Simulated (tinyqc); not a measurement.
Inside a calculation. Method: RKS/B3LYP (VWN-RPA form) in the sto-3g basis, for HF, spin multiplicity 1. Computed by tinyqc, a small Python program that keeps every step (integrals from PySCF). Settings: charge = 0, multiplicity = 1, basis = sto-3g, energy threshold = 1e-10, iteration cap = 69, orthogonalisation = symmetric, start = core, DIIS depth = 0, method = RKS, functional = b3lyp, grid = [40, 26]. Command: `OMP_NUM_THREADS=1 python tinyqc.py 25332 25333 out.jsonl` (the two numbers bound the seeds that draw the settings). One thread of a shared host (Intel(R) Xeon(R) Processor @ 2.60GHz), about 0.6 s of CPU time with the checks. Later iterations appear only in the table of the cycle.

## One-electron integrals

Geometry (angstrom):
```
atom       x       y       z
F     0.0000  0.0000  0.0000
H     0.0000  0.0000  1.1700
```

Basis sto-3g: exponents (1/bohr^2) and contraction coefficients of normalised primitives:
```
element  l (shell)  exponent  coefficient
F            s (1)  166.6791       0.1543
F            s (1)   30.3608       0.5353
F            s (1)    8.2168       0.4446
F            s (2)    6.4648      -0.1000
F            s (2)    1.5023       0.3995
F            s (2)    0.4886       0.7001
F            p (3)    6.4648       0.1559
F            p (3)    1.5023       0.6077
F            p (3)    0.4886       0.3920
H            s (1)    3.4253       0.1543
H            s (1)    0.6239       0.5353
H            s (1)    0.1689       0.4446
```

Overlap, kinetic and nuclear-attraction integrals over the contracted functions; the nuclear repulsion is the sum of Za Zb / Rab.

nuclear repulsion = 4.070594 hartree

overlap S, order 1F 1s, 1F 2s, 1F 2px, 1F 2py, 1F 2pz, 2H 1s:
```
[[1.0000, 0.2380, 0.0000, 0.0000, 0.0000, 0.0270],
 [0.2380, 1.0000, 0.0000, 0.0000, 0.0000, 0.2985],
 [0.0000, 0.0000, 1.0000, 0.0000, 0.0000, 0.0000],
 [0.0000, 0.0000, 0.0000, 1.0000, 0.0000, 0.0000],
 [0.0000, 0.0000, 0.0000, 0.0000, 1.0000, 0.2570],
 [0.0270, 0.2985, 0.0000, 0.0000, 0.2570, 1.0000]]
```

kinetic energy T (hartree), order 1F 1s, 1F 2s, 1F 2px, 1F 2py, 1F 2pz, 2H 1s:
```
[[36.9846, -0.2129, 0.0000, 0.0000, 0.0000, -0.0077],
 [-0.2129, 1.0380, 0.0000, 0.0000, 0.0000, 0.0310],
 [0.0000, 0.0000, 3.2480, 0.0000, 0.0000, 0.0000],
 [0.0000, 0.0000, 0.0000, 3.2480, 0.0000, 0.0000],
 [0.0000, 0.0000, 0.0000, 0.0000, 3.2480, 0.1160],
 [-0.0077, 0.0310, 0.0000, 0.0000, 0.1160, 0.7600]]
```

nuclear attraction V (hartree), order 1F 1s, 1F 2s, 1F 2px, 1F 2py, 1F 2pz, 2H 1s:
```
[[-77.4619, -9.2844, 0.0000, 0.0000, -0.0092, -1.0799],
 [-9.2844, -11.9930, 0.0000, 0.0000, -0.1148, -2.5875],
 [0.0000, 0.0000, -11.8797, 0.0000, 0.0000, 0.0000],
 [0.0000, 0.0000, 0.0000, -11.8797, 0.0000, 0.0000],
 [-0.0092, -0.1148, 0.0000, 0.0000, -11.9419, -1.9257],
 [-1.0799, -2.5875, 0.0000, 0.0000, -1.9257, -5.2332]]
```

core Hamiltonian H = T + V (hartree), order 1F 1s, 1F 2s, 1F 2px, 1F 2py, 1F 2pz, 2H 1s:
```
[[-40.4773, -9.4973, 0.0000, 0.0000, -0.0092, -1.0876],
 [-9.4973, -10.9550, 0.0000, 0.0000, -0.1148, -2.5565],
 [0.0000, 0.0000, -8.6317, 0.0000, 0.0000, 0.0000],
 [0.0000, 0.0000, 0.0000, -8.6317, 0.0000, 0.0000],
 [-0.0092, -0.1148, 0.0000, 0.0000, -8.6939, -1.8098],
 [-1.0876, -2.5565, 0.0000, 0.0000, -1.8098, -4.4732]]
```

## Two-electron integrals

Functions are numbered as in S; the eight-fold symmetry (ij|kl) = (ji|kl) = (kl|ij) leaves the list below.

Two-electron integrals (ij|kl) in chemists' order, unique and non-zero (hartree):
```
(11|11) 5.4035   (21|11) 0.8419   (21|21) 0.1563   (22|11) 1.2680
(22|21) 0.2923   (22|22) 0.9262   (31|31) 0.0280   (32|31) 0.0432
(32|32) 0.2046   (33|11) 1.2645   (33|21) 0.2924   (33|22) 0.9260
(33|33) 0.9975   (41|41) 0.0280   (42|41) 0.0432   (42|42) 0.2046
(43|43) 0.0538   (44|11) 1.2645   (44|21) 0.2924   (44|22) 0.9260
(44|33) 0.8900   (44|44) 0.9975   (51|51) 0.0280   (52|51) 0.0432
(52|52) 0.2046   (53|53) 0.0538   (54|54) 0.0538   (55|11) 1.2645
(55|21) 0.2924   (55|22) 0.9260   (55|33) 0.8900   (55|44) 0.8900
(55|55) 0.9975   (61|11) 0.0968   (61|21) 0.0178   (61|22) 0.0332
(61|33) 0.0331   (61|44) 0.0331   (61|51) 0.0007   (61|52) 0.0014
(61|55) 0.0333   (61|61) 0.0021   (62|11) 0.2624   (62|21) 0.0614
(62|22) 0.2191   (62|33) 0.2158   (62|44) 0.2158   (62|51) 0.0042
(62|52) 0.0335   (62|55) 0.2254   (62|61) 0.0071   (62|62) 0.0656
(63|31) 0.0062   (63|32) 0.0376   (63|53) 0.0069   (63|63) 0.0094
(64|41) 0.0062   (64|42) 0.0376   (64|54) 0.0069   (64|64) 0.0094
(65|11) 0.1858   (65|21) 0.0440   (65|22) 0.1681   (65|33) 0.1611
(65|44) 0.1611   (65|51) 0.0088   (65|52) 0.0618   (65|55) 0.1820
(65|61) 0.0053   (65|62) 0.0618   (65|65) 0.0674   (66|11) 0.4450
(66|21) 0.1058   (66|22) 0.4364   (66|33) 0.4225   (66|44) 0.4225
(66|51) 0.0084   (66|52) 0.0960   (66|55) 0.4637   (66|61) 0.0123
(66|62) 0.1734   (66|65) 0.1907   (66|66) 0.7746
```

## Orthogonalisation

S = U s U^T; symmetric (Loewdin) form X = U s^(-1/2) U^T, so that X^T S X = 1.

eigenvalues of S: [0.5721, 0.8491, 1.0000, 1.0000, 1.1287, 1.4501]

X, order 1F 1s, 1F 2s, 1F 2px, 1F 2py, 1F 2pz, 2H 1s:
```
[[1.0227, -0.1279, 0.0000, 0.0000, -0.0038, 0.0159],
 [-0.1279, 1.0619, 0.0000, 0.0000, 0.0334, -0.1694],
 [0.0000, 0.0000, 1.0000, 0.0000, 0.0000, 0.0000],
 [0.0000, 0.0000, 0.0000, 1.0000, 0.0000, 0.0000],
 [-0.0038, 0.0334, 0.0000, 0.0000, 1.0280, -0.1429],
 [0.0159, -0.1694, 0.0000, 0.0000, -0.1429, 1.0664]]
```

## Starting guess

The start is the orbitals of the core Hamiltonian; D = 2 C_occ C_occ^T.

D at the start, order 1F 1s, 1F 2s, 1F 2px, 1F 2py, 1F 2pz, 2H 1s:
```
[[2.1237, -0.5255, 0.0000, 0.0000, -0.0189, 0.0511],
 [-0.5255, 2.2308, 0.0000, 0.0000, 0.1057, -0.2135],
 [0.0000, 0.0000, 2.0000, 0.0000, 0.0000, 0.0000],
 [0.0000, 0.0000, 0.0000, 2.0000, 0.0000, 0.0000],
 [-0.0189, 0.1057, 0.0000, 0.0000, 2.0976, -0.2387],
 [0.0511, -0.2135, 0.0000, 0.0000, -0.2387, 0.0454]]
```

## Iteration 1: exchange-correlation on the grid

Becke grid with 40 radial and 26 angular points per atom, points of zero weight dropped. rho = sum D_ij phi_i phi_j; V_xc,ij = sum w v_xc phi_i phi_j plus the gradient terms; v_xc is d(rho eps)/d rho at fixed gradient. Exact exchange is left to K.

The 8 grid points with the largest w rho, of 2054 (bohr, atomic units):
```
x              y        z       w     rho  |grad rho|^2   eps_xc     v_xc
0.0000    0.0000  -0.9724  0.0842  0.6335        3.4227  -0.5880  -0.7111
-0.9724   0.0000   0.0000  0.0841  0.6328        3.4470  -0.5880  -0.7107
0.9724    0.0000   0.0000  0.0841  0.6328        3.4470  -0.5880  -0.7107
0.0000   -0.9724   0.0000  0.0841  0.6328        3.4470  -0.5880  -0.7107
0.0000    0.9724   0.0000  0.0841  0.6328        3.4470  -0.5880  -0.7107
-0.8315   0.0000   0.0000  0.0551  0.9279        5.4062  -0.6510  -0.8098
0.8315    0.0000   0.0000  0.0551  0.9279        5.4062  -0.6510  -0.8098
0.0000   -0.8315   0.0000  0.0551  0.9279        5.4062  -0.6510  -0.8098
```

electrons on the grid, sum of w rho = 9.9932

E_xc = sum of w rho eps_xc = -9.239257 hartree

V_xc (hartree), order 1F 1s, 1F 2s, 1F 2px, 1F 2py, 1F 2pz, 2H 1s:
```
[[-2.8319, -0.4017, 0.0000, 0.0000, -0.0007, -0.0465],
 [-0.4017, -0.7718, 0.0000, 0.0000, -0.0003, -0.1602],
 [0.0000, 0.0000, -0.7654, 0.0000, 0.0000, 0.0000],
 [0.0000, 0.0000, 0.0000, -0.7654, 0.0000, 0.0000],
 [-0.0007, -0.0003, 0.0000, 0.0000, -0.7674, -0.1129],
 [-0.0465, -0.1602, 0.0000, 0.0000, -0.1129, -0.2274]]
```

## Iteration 1: building the Kohn-Sham matrix

J_ij = sum D_kl (ij|kl), K_ij = sum D_kl (ik|jl); F = H + J - 0.1 K + V_xc; E = tr D H + tr D J / 2 - 0.05 tr D K + E_xc + E_nn.

Coulomb J (hartree), order 1F 1s, 1F 2s, 1F 2px, 1F 2py, 1F 2pz, 2H 1s:
```
[[20.9591, 4.0183, 0.0000, 0.0000, 0.0025, 0.4585],
 [4.0183, 9.9473, 0.0000, 0.0000, 0.0023, 2.2755],
 [0.0000, 0.0000, 9.9391, 0.0000, 0.0000, 0.0000],
 [0.0000, 0.0000, 0.0000, 9.9391, 0.0000, 0.0000],
 [0.0025, 0.0023, 0.0000, 0.0000, 9.9373, 1.7131],
 [0.4585, 2.2755, 0.0000, 0.0000, 1.7131, 4.3615]]
```

exchange K (hartree), order 1F 1s, 1F 2s, 1F 2px, 1F 2py, 1F 2pz, 2H 1s:
```
[[11.1121, 1.9481, 0.0000, 0.0000, 0.0010, 0.2361],
 [1.9481, 3.2380, 0.0000, 0.0000, 0.0068, 0.6464],
 [0.0000, 0.0000, 2.6675, 0.0000, 0.0000, 0.0000],
 [0.0000, 0.0000, 0.0000, 2.6675, 0.0000, 0.0000],
 [0.0010, 0.0068, 0.0000, 0.0000, 2.6686, 0.3614],
 [0.2361, 0.6464, 0.0000, 0.0000, 0.3614, 0.2063]]
```

Kohn-Sham matrix F (hartree), order 1F 1s, 1F 2s, 1F 2px, 1F 2py, 1F 2pz, 2H 1s:
```
[[-23.4613, -6.0755, 0.0000, 0.0000, -0.0076, -0.6993],
 [-6.0755, -2.1034, 0.0000, 0.0000, -0.1135, -0.5058],
 [0.0000, 0.0000, 0.2752, 0.0000, 0.0000, 0.0000],
 [0.0000, 0.0000, 0.0000, 0.2752, 0.0000, 0.0000],
 [-0.0076, -0.1135, 0.0000, 0.0000, 0.2091, -0.2457],
 [-0.6993, -0.5058, 0.0000, 0.0000, -0.2457, -0.3598]]
```

total energy of this density = -98.197814 hartree

## Iteration 1: diagonalisation and new density

Diagonalise F' = X^T F X, C = X C', fill 5 alpha and 5 beta electrons from the bottom; D = 2 C_occ C_occ^T. Each column has its largest component positive (the first on a tie).

F' = X^T F X (hartree):
```
[[-23.0063, -3.2388, 0.0000, 0.0000, -0.0156, -0.0595],
 [-3.2388, -0.9690, 0.0000, 0.0000, -0.0499, -0.2310],
 [0.0000, 0.0000, 0.2752, 0.0000, 0.0000, 0.0000],
 [0.0000, 0.0000, 0.0000, 0.2752, 0.0000, 0.0000],
 [-0.0156, -0.0499, 0.0000, 0.0000, 0.2810, -0.2497],
 [-0.0595, -0.2310, 0.0000, 0.0000, -0.2497, -0.2100]]
```

orbital energies (hartree): [-23.4728, -0.6502, -0.1690, 0.2752, 0.2752, 0.3878]

coefficients C, order 1F 1s, 1F 2s, 1F 2px, 1F 2py, 1F 2pz, 2H 1s:
```
[[0.9941, -0.2220, 0.1566, 0.0000, 0.0000, -0.0229],
 [0.0241, 0.8104, -0.7022, 0.0000, 0.0000, 0.1526],
 [0.0000, 0.0000, 0.0000, 0.9968, 0.0795, 0.0000],
 [0.0000, 0.0000, 0.0000, -0.0795, 0.9968, 0.0000],
 [0.0015, 0.1404, 0.2449, 0.0000, 0.0000, 0.9993],
 [-0.0044, 0.3867, 0.8460, 0.0000, 0.0000, -0.5668]]
```

D after iteration 1, order 1F 1s, 1F 2s, 1F 2px, 1F 2py, 1F 2pz, 2H 1s:
```
[[2.1242, -0.5318, 0.0000, 0.0000, 0.0173, 0.0847],
 [-0.5318, 2.3009, 0.0000, 0.0000, -0.1162, -0.5617],
 [0.0000, 0.0000, 2.0000, 0.0000, 0.0000, 0.0000],
 [0.0000, 0.0000, 0.0000, 2.0000, 0.0000, 0.0000],
 [0.0173, -0.1162, 0.0000, 0.0000, 0.1594, 0.5229],
 [0.0847, -0.5617, 0.0000, 0.0000, 0.5229, 1.7305]]
```

Within a degenerate level the vectors are fixed only up to a rotation; this is one choice.

## Iteration 2: exchange-correlation on the grid

As before.

The 8 grid points with the largest w rho, of 2054 (bohr, atomic units):
```
x              y       z       w     rho  |grad rho|^2   eps_xc     v_xc
0.0000   -0.9724  0.0000  0.0841  0.6333        3.4626  -0.5882  -0.7108
0.0000    0.9724  0.0000  0.0841  0.6333        3.4626  -0.5882  -0.7108
0.9724    0.0000  0.0000  0.0841  0.6333        3.4626  -0.5882  -0.7108
-0.9724   0.0000  0.0000  0.0841  0.6333        3.4626  -0.5882  -0.7108
0.0000    0.8315  0.0000  0.0551  0.9292        5.4408  -0.6513  -0.8101
0.0000   -0.8315  0.0000  0.0551  0.9292        5.4408  -0.6513  -0.8101
-0.8315   0.0000  0.0000  0.0551  0.9292        5.4408  -0.6513  -0.8101
0.8315    0.0000  0.0000  0.0551  0.9292        5.4408  -0.6513  -0.8101
```

electrons on the grid, sum of w rho = 9.9992

E_xc = sum of w rho eps_xc = -8.569005 hartree

V_xc (hartree), order 1F 1s, 1F 2s, 1F 2px, 1F 2py, 1F 2pz, 2H 1s:
```
[[-2.8174, -0.3898, 0.0000, 0.0000, 0.0005, -0.0450],
 [-0.3898, -0.7178, 0.0000, 0.0000, -0.0023, -0.1628],
 [0.0000, 0.0000, -0.7396, 0.0000, 0.0000, 0.0000],
 [0.0000, 0.0000, 0.0000, -0.7396, 0.0000, 0.0000],
 [0.0005, -0.0023, 0.0000, 0.0000, -0.6564, -0.1258],
 [-0.0450, -0.1628, 0.0000, 0.0000, -0.1258, -0.4325]]
```

## Iteration 2: building the Kohn-Sham matrix

As before.

Coulomb J (hartree), order 1F 1s, 1F 2s, 1F 2px, 1F 2py, 1F 2pz, 2H 1s:
```
[[19.4458, 3.6742, 0.0000, 0.0000, 0.0101, 0.4195],
 [3.6742, 9.0556, 0.0000, 0.0000, 0.1473, 2.1799],
 [0.0000, 0.0000, 9.0853, 0.0000, 0.0000, 0.0000],
 [0.0000, 0.0000, 0.0000, 9.0853, 0.0000, 0.0000],
 [0.0101, 0.1473, 0.0000, 0.0000, 8.9697, 1.7261],
 [0.4195, 2.1799, 0.0000, 0.0000, 1.7261, 4.9260]]
```

exchange K (hartree), order 1F 1s, 1F 2s, 1F 2px, 1F 2py, 1F 2pz, 2H 1s:
```
[[11.0593, 1.8689, 0.0000, 0.0000, 0.0049, 0.2245],
 [1.8689, 2.9159, 0.0000, 0.0000, 0.0225, 0.7396],
 [0.0000, 0.0000, 2.5778, 0.0000, 0.0000, 0.0000],
 [0.0000, 0.0000, 0.0000, 2.5778, 0.0000, 0.0000],
 [0.0049, 0.0225, 0.0000, 0.0000, 1.0973, 0.6201],
 [0.2245, 0.7396, 0.0000, 0.0000, 0.6201, 1.5290]]
```

Kohn-Sham matrix F (hartree), order 1F 1s, 1F 2s, 1F 2px, 1F 2py, 1F 2pz, 2H 1s:
```
[[-24.9548, -6.3999, 0.0000, 0.0000, 0.0008, -0.7356],
 [-6.3999, -2.9088, 0.0000, 0.0000, 0.0279, -0.6133],
 [0.0000, 0.0000, -0.5437, 0.0000, 0.0000, 0.0000],
 [0.0000, 0.0000, 0.0000, -0.5437, 0.0000, 0.0000],
 [0.0008, 0.0279, 0.0000, 0.0000, -0.4904, -0.2715],
 [-0.7356, -0.6133, 0.0000, 0.0000, -0.2715, -0.1326]]
```

total energy of this density = -98.514913 hartree

## Iteration 2: diagonalisation and new density

As before.

F' = X^T F X (hartree):
```
[[-24.4975, -3.2908, 0.0000, 0.0000, -0.0225, -0.0639],
 [-3.2908, -1.7603, 0.0000, 0.0000, 0.0793, -0.2767],
 [0.0000, 0.0000, -0.5437, 0.0000, 0.0000, 0.0000],
 [0.0000, 0.0000, 0.0000, -0.5437, 0.0000, 0.0000],
 [-0.0225, 0.0793, 0.0000, 0.0000, -0.4362, -0.2375],
 [-0.0639, -0.2767, 0.0000, 0.0000, -0.2375, 0.0646]]
```

orbital energies (hartree): [-24.9646, -1.3450, -0.5437, -0.5437, -0.5302, 0.2104]

coefficients C, order 1F 1s, 1F 2s, 1F 2px, 1F 2py, 1F 2pz, 2H 1s:
```
[[0.9947, -0.2635, 0.0000, 0.0000, 0.0072, 0.0612],
 [0.0219, 1.0198, 0.0000, 0.0000, -0.0572, -0.3605],
 [0.0000, 0.0000, -0.0312, 0.9995, 0.0000, 0.0000],
 [0.0000, 0.0000, 0.9995, 0.0312, 0.0000, 0.0000],
 [0.0009, -0.0355, 0.0000, 0.0000, 0.9061, -0.5060],
 [-0.0038, 0.0284, 0.0000, 0.0000, 0.2556, 1.0585]]
```

D after iteration 2, order 1F 1s, 1F 2s, 1F 2px, 1F 2py, 1F 2pz, 2H 1s:
```
[[2.1178, -0.4947, 0.0000, 0.0000, 0.0335, -0.0189],
 [-0.4947, 2.0876, 0.0000, 0.0000, -0.1760, 0.0285],
 [0.0000, 0.0000, 2.0000, 0.0000, 0.0000, 0.0000],
 [0.0000, 0.0000, 0.0000, 2.0000, 0.0000, 0.0000],
 [0.0335, -0.1760, 0.0000, 0.0000, 1.6447, 0.4612],
 [-0.0189, 0.0285, 0.0000, 0.0000, 0.4612, 0.1323]]
```

Within a degenerate level the vectors are fixed only up to a rotation; this is one choice.

## Convergence

Stop when the energy changes by less than 1e-10 hartree and every element of the error matrix X^T (F D S - S D F) X is below 3e-06.

Course of the cycle:
```
iteration  E (hartree)     change  largest element of the error matrix
1           -98.197814          -                             5.15e-01
2           -98.514913  -3.17e-01                             7.10e-01
3           -98.669697  -1.55e-01                             5.53e-01
4           -98.701816  -3.21e-02                             5.85e-01
5           -98.750624  -4.88e-02                             4.82e-01
6           -98.755813  -5.19e-03                             5.15e-01
7           -98.781970  -2.62e-02                             4.40e-01
8           -98.781009   9.61e-04                             4.74e-01
9           -98.798400  -1.74e-02                             4.14e-01
10          -98.795270   3.13e-03                             4.48e-01
11          -98.808303  -1.30e-02                             3.96e-01
12          -98.804232   4.07e-03                             4.30e-01
13          -98.814770  -1.05e-02                             3.84e-01
14          -98.810237   4.53e-03                             4.17e-01
...                ...        ...                                  ...
56          -98.826787   5.17e-03                             3.78e-01
57          -98.831976  -5.19e-03                             3.47e-01
58          -98.826805   5.17e-03                             3.78e-01
59          -98.831991  -5.19e-03                             3.47e-01
60          -98.826820   5.17e-03                             3.78e-01
61          -98.832002  -5.18e-03                             3.47e-01
62          -98.826831   5.17e-03                             3.78e-01
63          -98.832011  -5.18e-03                             3.47e-01
64          -98.826840   5.17e-03                             3.78e-01
65          -98.832018  -5.18e-03                             3.47e-01
66          -98.826847   5.17e-03                             3.78e-01
67          -98.832023  -5.18e-03                             3.47e-01
68          -98.826852   5.17e-03                             3.78e-01
69          -98.832028  -5.18e-03                             3.47e-01
```

PySCF RKS in the same basis, fine grid = -98.905070 hartree

Not converged within the cap of 69 iterations: the residual has stopped falling: the iteration swings between two states. Reruns (cap 100 unless said): DIIS 8: converged in 8; damping 0.5: converged in 34; level shift 0.5: converged in 9; atomic densities as start, DIIS 8: converged in 6; the original settings with a cap of 400: not converged.
